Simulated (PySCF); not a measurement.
## Neon: a sound run and one with changed settings

Sound run: Ne [Ne], Ne+ [He] 2s2 2p5. Computed with PySCF 2.14 in x2c-SVPall, with the spin-free X2C one-electron Hamiltonian (Gaussian nucleus). In the sound run the correlated levels freeze 1s2. The sound run starts from symmetry-adapted Hartree-Fock orbitals and uses a fine grid where one is needed.

Changed run: initial guess atom, at most 50 SCF cycles, level shift 2.0 hartree.

| species | method | sound run (hartree) | changed run (hartree) | converged |
| --- | --- | --- | --- | --- |
| Ne | UHF | -128.51203 | -128.51203 | yes |
| Ne | B3LYP | -128.94074 | -128.94074 | yes |
| Ne | LDA | -128.18754 | -128.18754 | yes |
| Ne | MP2 | -128.69586 | -128.62836 | yes |
| Ne | CCSD(T) | -128.70060 | -128.70060 | yes |
| Ne+ | UHF | -127.78475 | -127.78475 | yes |
| Ne+ | B3LYP | -128.15317 | -128.15317 | yes |
| Ne+ | LDA | -127.38452 | -127.38452 | yes |
| Ne+ | MP2 | -127.91498 | -127.86923 | yes |
| Ne+ | CCSD(T) | -127.92667 | -127.92667 | yes |

Ionisation energy of Ne:

```tsv
method	sound run (eV)	changed run (eV)
UHF	19.790	19.790
B3LYP	21.431	21.431
LDA	21.851	21.851
MP2	21.249	20.657
SCS-MP2	21.121	20.578
CCSD	21.060	21.060
CCSD(T)	21.060	21.060
```

A level shift leaves the converged SCF energy unchanged but raises the virtual orbital energies, which shrinks MP2 if it is not removed.

For comparison, NIST gives 21.565 eV between the lowest levels.
